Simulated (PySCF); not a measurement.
Species: C₄H₆F₂.
Atom-mapped SMILES: `[CH3:1][C@H:2]([F:3])/[CH:4]=[CH:5]\[F:6]` (hydrogens: H7, H8, H9 on C1; H10 on C2; H11 on C4; H12 on C5)

Method: PBE0-D3(BJ)/def2-SVP geometry optimisation, gas phase in PySCF; density fitting, grid level 1; the optimiser is geomeTRIC in internal coordinates, started from a GFN2-xTB structure with every atom displaced at random (about 0.01 Å).

Step 0: E = -9661.3044 eV
```
atom  x, y, z in Å  |  force x, y, z in eV/Å
C1     -1.4104    0.3363    0.4140   -0.114   1.237  -0.768
C2     -0.4814   -0.2890   -0.5914    0.637  -0.567   0.518
F3     -1.0670   -1.4562   -1.0676    0.288   0.144   0.214
C4      0.8762   -0.6130    0.0403   -3.347  -1.523  -0.831
C5      1.8664    0.2055    0.0800    2.393   2.192   0.106
F6      1.8173    1.4436   -0.4585   -0.085  -0.549   0.154
H7     -1.5499   -0.2861    1.2755   -0.111  -0.646   0.759
H8     -2.3834    0.5247   -0.0640   -0.085  -0.099   0.069
H9     -1.0289    1.3233    0.7493    0.031  -0.342  -0.102
H10    -0.3424    0.3585   -1.4563    0.077   0.367  -0.269
H11     0.9148   -1.5925    0.5060    0.290  -0.200   0.170
H12     2.8282    0.0165    0.5636    0.026  -0.014  -0.021
```

Task: Estimate the geometry and energy of step 1. (The exact step hangs on the optimiser's Hessian estimate; all steps are aligned on step 0, rigid shifts and turns removed.)

Result: E = -9661.4253 eV, largest force 0.645 eV/Å
```
atom  x, y, z in Å  |  force x, y, z in eV/Å
C1     -1.4718    0.3266    0.4122    0.122  -0.058   0.281
C2     -0.4727   -0.2450   -0.5700    0.045   0.082  -0.036
F3     -0.9868   -1.4099   -1.1041   -0.081  -0.072  -0.048
C4      0.8337   -0.5741    0.0767    0.466   0.093   0.060
C5      1.9181    0.2038    0.0548   -0.482  -0.378  -0.200
F6      1.9264    1.3516   -0.6170    0.101   0.231   0.039
H7     -1.5997   -0.3617    1.2679   -0.016   0.115  -0.134
H8     -2.4454    0.4776   -0.0665   -0.125   0.000  -0.097
H9     -1.1121    1.2941    0.7968   -0.028  -0.062  -0.021
H10    -0.3171    0.4630   -1.4048    0.017  -0.042   0.065
H11     0.8950   -1.5271    0.6105   -0.041   0.062   0.073
H12     2.8722   -0.0272    0.5344    0.022   0.029   0.018
```

The energy changes by -0.1209 eV. The first-order estimate −F·Δx gives -0.2854 eV and the mean of the old and new forces, exact on a quadratic surface, -0.1193 eV. The step makes an angle of 82° with the force vector and moves no atom by more than 0.213 Å.

The cost below is that of the whole optimisation. On one thread of an Arm Neoverse V2, shared host, this took 49 s and 0.47 GiB of memory at its peak.
